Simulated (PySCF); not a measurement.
# SMILES CC(C)CC=O, C5H10O

Geometry:
```tsv
atom	x (Å)	y (Å)	z (Å)
C1	-1.027	1.133	-0.897
C2	-0.331	-0.028	-0.197
C3	-1.092	-0.459	1.053
C4	1.116	0.326	0.127
C5	1.996	-0.829	0.513
O6	1.666	-1.985	0.509
H7	-2.068	0.877	-1.149
H8	-0.515	1.411	-1.832
H9	-1.054	2.027	-0.252
H10	-0.304	-0.890	-0.886
H11	-1.140	0.364	1.787
H12	-0.612	-1.324	1.533
H13	-2.126	-0.742	0.805
H14	1.614	0.806	-0.739
H15	1.180	1.083	0.932
H16	3.041	-0.538	0.803
```

Method used: quadratic response CAM-B3LYP/def2-TZVPD first hyperpolarisability, Taylor convention, gas phase in PySCF. Geometry: PBE0-D3(BJ)/def2-SVP.

Give the tensor of the second harmonic β(−2ω;ω,ω) at 1907 nm in the axes of these coordinates.

In au, Taylor convention; rows are the first index (the induced dipole):
|  | xx | yy | zz | xy | xz | yz |
| --- | --- | --- | --- | --- | --- | --- |
| x | -34.7 | -22.2 | -6.5 | -32.5 | -10.4 | +3.0 |
| y | -32.5 | -65.1 | -38.1 | -22.2 | +3.1 | -14.7 |
| z | -10.4 | -14.7 | -0.3 | +3.1 | -6.5 | -38.0 |

Norm of βᵢ = ⅓ Σⱼ (βᵢⱼⱼ + βⱼᵢⱼ + βⱼⱼᵢ): 151.8 au, hyper-Rayleigh value 56.9 au.
